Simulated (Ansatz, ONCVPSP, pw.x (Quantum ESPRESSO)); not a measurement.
Equation-of-state test of one ONCV potential (C)

- Element: carbon (C)
- Generator: ONCVPSP 4.0.1
- Type: optimised norm-conserving Vanderbilt (ONCV)
- Functional: LDA (Perdew-Wang 92)
- Relativity: scalar-relativistic
- Frozen core: [He]
- Valence charge: 4
- Reference configuration: 2s2 2p1 (charge +1)
- Partial waves: 2s: rc 1.05 bohr, ncon 4, nbas 8, qcut 7.2 1/bohr, 2 projectors, debl 3 Ha; 2p: rc 2.05 bohr, ncon 3, nbas 7, qcut 7.4 1/bohr, 2 projectors, debl 3.4 Ha; d scattering state at 0.21 Ha: rc 2.05 bohr, ncon 3, nbas 6, qcut 4.4 1/bohr, 1 projector
- Local potential: polynomial inside 0.80 bohr (lpopt 5, dvloc0 0 Ha)
- Core correction: none

Crystal test: sc C in pw.x 7.5, no spin, 18³ k-points, Fermi–Dirac smearing 0.01 Ry, cutoffs 65/260 Ry. The reference is all-electron LAPW (Ansatz 0.2.0) with the same functional, mesh and smearing; V0 and B0 come from Birch–Murnaghan fits to the pressures at five volumes. Errors are pseudo minus all-electron; Δ is the rms difference of the E(V) curves that follow from these fits, minima aligned, over ±6 % about the mean V0. Mesh and smearing are coarse, so the numbers serve the comparison and aren't converged zero-temperature values; the lattice is a test structure that the element need not adopt.

All-electron: a0 = 1.751 Å (V0 = 5.37 Å³/atom), B0 = 355.9 GPa.

Problem. How far does the potential miss the all-electron equation of state?

Solution. mean pressure error (GPa): -16.47; a0 (Å): 1.725; a0 error (%): -1.47; B0 error (%): +0.1; Δ (meV/atom): 18.2. The largest radius (2.05 bohr) exceeds half the bond length (1.64 bohr), so the spheres overlap, which is one possible source of error among others. This is a poor potential for the solid.

```json
{"V (Å³/atom)": "4.942", "P all-electron (GPa)": "34.22", "P pseudo (GPa)": "14.71"}
{"V (Å³/atom)": "5.072", "P all-electron (GPa)": "22.37", "P pseudo (GPa)": "4.49"}
{"V (Å³/atom)": "5.202", "P all-electron (GPa)": "11.87", "P pseudo (GPa)": "-4.49"}
{"V (Å³/atom)": "5.332", "P all-electron (GPa)": "2.47", "P pseudo (GPa)": "-12.47"}
{"V (Å³/atom)": "5.462", "P all-electron (GPa)": "-5.98", "P pseudo (GPa)": "-19.63"}
```

Problem. At the middle volume, how do free energy and pressure move when the wave cutoff is lowered (ecutrho kept at four times it)?

Solution.

```
cutoff (Ry)  shift of F (meV/atom)  shift of P (GPa)
         29                 +328.0            -37.03
         39                  +50.6             -7.91
         52                   +3.2             -0.84
```

Input at the middle volume:

```
&control
  calculation='scf', prefix='x', pseudo_dir='./', outdir='./tmp', tstress=.true., disk_io='low'
/
&system
  ibrav=0, nat=1, ntyp=1, ecutwfc=65, ecutrho=260, nbnd=9,
  occupations='smearing', smearing='fd', degauss=0.01
/
&electrons
  conv_thr=1e-09, mixing_beta=0.4, electron_maxstep=70
/
ATOMIC_SPECIES
C 1.0 C.UPF
CELL_PARAMETERS angstrom
  1.73270029 0.00000000 0.00000000
  0.00000000 1.73270029 0.00000000
  0.00000000 0.00000000 1.73270029
ATOMIC_POSITIONS crystal
C 0.0000 0.0000 0.0000
K_POINTS automatic
18 18 18 0 0 0
```

```bash
pw.x < C.scf.in > C.scf.out
```

Lines of the output:

```
Message from routine setup:
     using ibrav=0 with symmetry is DISCOURAGED, use correct ibrav instead
     lattice parameter (alat)  =       3.2743  a.u.
     unit-cell volume          =      35.1048 (a.u.)^3
     number of electrons       =         4.00
     number of Kohn-Sham states=            9
     kinetic-energy cutoff     =      65.0000  Ry
     charge density cutoff     =     260.0000  Ry
     scf convergence threshold =      1.0E-09
     Exchange-correlation= SLA  PW   NOGX NOGC
     number of k points=   220  Fermi-Dirac smearing, width (Ry)=  0.0100
     iteration #  1     ecut=    65.00 Ry     beta= 0.40
     total energy              =     -11.24320330 Ry
     estimated scf accuracy    <       0.01289986 Ry
     iteration #  2     ecut=    65.00 Ry     beta= 0.40
     total energy              =     -11.24194566 Ry
     estimated scf accuracy    <       0.00364737 Ry
     iteration #  3     ecut=    65.00 Ry     beta= 0.40
     total energy              =     -11.24219381 Ry
     estimated scf accuracy    <       0.00002154 Ry
     iteration #  4     ecut=    65.00 Ry     beta= 0.40
     total energy              =     -11.24219757 Ry
     estimated scf accuracy    <       0.00000005 Ry
     iteration #  5     ecut=    65.00 Ry     beta= 0.40
     total energy              =     -11.24219768 Ry
     estimated scf accuracy    <          4.3E-09 Ry
     iteration #  6     ecut=    65.00 Ry     beta= 0.40
     the Fermi energy is    15.8107 ev
!    total energy              =     -11.24219768 Ry
     estimated scf accuracy    <          8.0E-12 Ry
     smearing contrib. (-TS)   =      -0.00147211 Ry
     The total energy is F=E-TS. E is the sum of the following terms:
     one-electron contribution =       5.72738986 Ry
     hartree contribution      =       0.36673811 Ry
     xc contribution           =      -3.47040693 Ry
     ewald contribution        =     -13.86444661 Ry
     convergence has been achieved in   6 iterations
          total   stress  (Ry/bohr**3)                   (kbar)     P=      -44.87
```

The run at the middle volume (220 k-points, 6 iterations) took about 3.4 s on one core of a shared host (AMD EPYC 9R45 96-Core Processor, 96 threads, 376 GiB, load 14).
